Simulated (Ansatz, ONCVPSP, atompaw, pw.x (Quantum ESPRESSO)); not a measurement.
## Which W potential is closest to all-electron in the bcc crystal?

All use PBE, scalar-relativistic, no spin, cutoffs from each file’s atomic test, pw.x 7.5; 14³ k-points, Fermi–Dirac smearing 0.01 Ry. Δ is the rms difference from all-electron LAPW of the E(V) curves that follow from fits to the pressures, over ±6 % in volume. Mesh and smearing are coarse and serve the comparison alone. The files are a selection: those with a ghost or negative overlap were mostly not run, and those with noisy or unconverged pressures or nearly equal Δ are left out.

All-electron: a0 = 3.184 Å (V0 = 16.15 Å³/atom), B0 = 300.6 GPa.

**Question.** Rank them by Δ, smallest first.
A. PAW, atompaw 4.2.0.5, PBE; core [Kr] 4d10, reference 4f13 5s2 5p6 5d5 6s2 6p0; waves: 5s (bound); 6s (bound); 5p (bound); 6p (bound, empty); 5d (bound); 5d channel at 2.6 Ry; 4f (bound); 4f channel at -2.5 Ry; local part: troulliermartins scheme with l = 4 at -0.5 Ry, radius 2.20 bohr; core correction: smooth core density matched at 1.25 bohr; augmentation: sinc compensation charge, radius 2.10 bohr; PAW radius 2.45 bohr; waves and projectors: bloechl.
B. optimised norm-conserving Vanderbilt (ONCV), ONCVPSP 4.0.1.1 (patched build), PBE; core [Kr] 4d10 4f14 5s2, reference 5p6 5d4 6s2; waves: 6s: rc 2.80 bohr, ncon 4, nbas 7, qcut 2.2 1/bohr, 2 projectors, debl 1.7 Ha; 5p: rc 1.65 bohr, ncon 4, nbas 8, qcut 9.6 1/bohr, 2 projectors, debl 2.6 Ha; 5d: rc 1.90 bohr, ncon 4, nbas 8, qcut 4.2 1/bohr, 2 projectors, debl 2.6 Ha; local part: polynomial inside 1.60 bohr (lpopt 4, dvloc0 0 Ha); core correction: Teter function fitted to the true core (icmod 2), fcfact 0.55.
C. optimised norm-conserving Vanderbilt (ONCV), ONCVPSP 4.0.1.1 (patched build), PBE; core [Kr] 4d10 4f14, reference 5s2 5p6 5d4 6s2; waves: 5s+6s: rc 1.90 bohr, ncon 4, nbas 9, qcut 5.6 1/bohr, 2 projectors; 5p: rc 1.60 bohr, ncon 4, nbas 8, qcut 7.9 1/bohr, 2 projectors, debl 1.7 Ha; 5d: rc 2.20 bohr, ncon 4, nbas 8, qcut 7.4 1/bohr, 2 projectors, debl 2.7 Ha; local part: polynomial inside 1.25 bohr (lpopt 5, dvloc0 -1 Ha); core correction: Teter function, fcfact 1.75, rcfact 1.25.
D. PAW, atompaw 4.2.0.5, PBE; core [Kr] 4d10 4f14 5s2, reference 5p6 5d4 6s2 6p0; waves: 6s (bound): rc 2.65 bohr; 6s channel at 2.4 Ry: rc 2.65 bohr; 5p (bound): rc 1.60 bohr; 6p (bound, empty): rc 2.65 bohr; 5d (bound): rc 2.65 bohr; 5d channel at 0.2 Ry: rc 2.40 bohr; local part: bessel scheme, radius 2.65 bohr; core correction: smooth core density matched at 1.60 bohr; augmentation: besselshape compensation charge, radius 2.30 bohr; PAW radius 2.65 bohr; waves and projectors: custom polynom2 7 10 vanderbiltortho.

**Answer.** A (1.8 meV/atom), B (8.2 meV/atom), C (13.2 meV/atom), D (24.5 meV/atom).
